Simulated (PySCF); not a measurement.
Mapped SMILES: `[CH3:1][CH2:2][OH:3]` (H(Xn): hydrogen on atom n).

GIAO shifts from PySCF 2.14 on PBE0-D3(BJ)/def2-TZVP geometries (one conformer, non-relativistic, equivalent nuclei averaged), against TMS at the same level and in the same medium; PCM means IEF-PCM chloroform.

Measured (solution, not stated per compound (mostly CDCl3 or CCl4); Pretsch, Buehlmann, Badertscher, Structure Determination of Organic Compounds, 4th ed. (2009)): C1 18.2, C2 57.8, H(C1) 1.24, H(C2) 3.71 ppm.

Task: Which unscaled values do B97-2/pcSseg-2, gas; WP04/pcSseg-2, PCM; wB97X-D/pcSseg-2, PCM give, and how close are they?

Result: 
```csv
atoms,measured,"B97-2/pcSseg-2, gas","WP04/pcSseg-2, PCM","wB97X-D/pcSseg-2, PCM"
C1,18.2,22.5,22.9,22.3
C2,57.8,64.3,67.6,64.7
H(C1),1.24,1.17,1.19,1.20
H(C2),3.71,3.71,3.61,3.70
```

Mean absolute error for ¹³C: B97-2/pcSseg-2, gas 5.4, WP04/pcSseg-2, PCM 7.2, wB97X-D/pcSseg-2, PCM 5.5 ppm.

Mean absolute error for ¹H: B97-2/pcSseg-2, gas 0.04, WP04/pcSseg-2, PCM 0.08, wB97X-D/pcSseg-2, PCM 0.02 ppm.
